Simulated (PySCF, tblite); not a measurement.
**C₅H₁₂N radical: geometry, infrared bands and EPR parameters**

Aim: predict the infrared bands and EPR parameters of C₅H₁₂N radical (`[CH2]CNC(C)C`).

The runs use tblite 0.8.0 and PySCF 2.14.0, with density-fitted response routines of our own; the level of theory stands in each step. All values are computed, except where a source is named. Atoms count from 0, in the outputs and in this text.

### Step 1. The starting structure

18 atoms, charge 0, multiplicity 2; geometry from: force field or distance geometry start.

Bonds of the start (Å): C0–C1 1.50, C1–N2 1.43, N2–C3 1.46, C3–C4 1.52, C3–C5 1.47, C0–H6 1.12, C0–H7 1.13, C1–H8 1.10, C1–H9 1.14, N2–H10 1.04, C3–H11 1.12, C4–H12 1.12, C4–H13 1.09, C4–H14 1.12, C5–H15 1.11, C5–H16 1.12, C5–H17 1.11.

### Step 2. Relaxing the molecule with GFN2-xTB

What the job is given:

```
{"job": {"kind": "relax", "xc": "GFN2-xTB", "basis": "xTB"}, "charge": 0, "multiplicity": 2}
C      2.325900    -0.152800    -0.791700
C      1.587000    -0.024600     0.508000
N      0.310900    -0.661900     0.570200
C     -0.723600    -0.052400    -0.254300
C     -1.980000    -0.877700    -0.006700
C     -1.026900     1.367300    -0.007100
H      3.096200    -0.953900    -0.698700
H      2.921200     0.803400    -0.885700
H      1.605500     1.021500     0.833900
H      2.204600    -0.565800     1.296300
H      0.335700    -1.691800     0.412000
H     -0.511800    -0.184500    -1.345900
H     -1.762300    -1.918600    -0.354200
H     -2.854900    -0.474600    -0.512000
H     -2.116600    -0.941500     1.101800
H     -2.066900     1.521700     0.355000
H     -0.954500     1.913000    -0.983900
H     -0.398300     1.879500     0.751400
```

The run is started by

```
> OMP_NUM_THREADS=1 python probes_run.py task.json out
```

This one command runs all jobs of the session in turn.

**Question.** This job is followed by: GFN2-xTB harmonic vibrations, gas phase; UKS B3LYP, pcH-1 on C H N, non-relativistic, mean-field spin-orbit, GIAO. Predict these results of the whole session: strongest single infrared mode (GFN2-xTB); zero-point energy (GFN2-xTB); g(iso) (B3LYP); ⟨S²⟩; largest a(iso) (averaged by class); potential on the surface of density 0.002 e/bohr³, 1st and 99th percentile.

As calculated:

| quantity | value |
| --- | --- |
| strongest single infrared mode (GFN2-xTB) | 753 cm⁻¹, 82 km/mol |
| zero-point energy (GFN2-xTB) | 100.0 kcal/mol |
| g(iso) (B3LYP) | 2.00242 |
| ⟨S²⟩ | 0.754 (exact 0.75) |
| largest a(iso) (averaged by class) | 13C on C0, 94.6 MHz |
| potential on the surface of density 0.002 e/bohr³, 1st and 99th percentile | -1.38 V and 1.11 V |

What this shows: Over 171 steps the energy fell by 1.111 eV; of the close pairs, C3–C5 changed most, 1.473 to 1.530 Å. No mode is imaginary among the 48: a minimum at this level. The strongest single mode, at 753 cm⁻¹, moves mainly H10 and N2. Unscaled tight-binding wavenumbers are off by several per cent, some by more. Its intensities can rank the bands wrongly. Most of the unpaired spin sits on C0 (1.03 e). The isotropic g lies 0.1 ppt above the free-electron value. These values are for one conformer; the search (at its own cheap level) found 2 more, at 0.62, 0.89 kcal/mol, and measured spectra average over such forms.
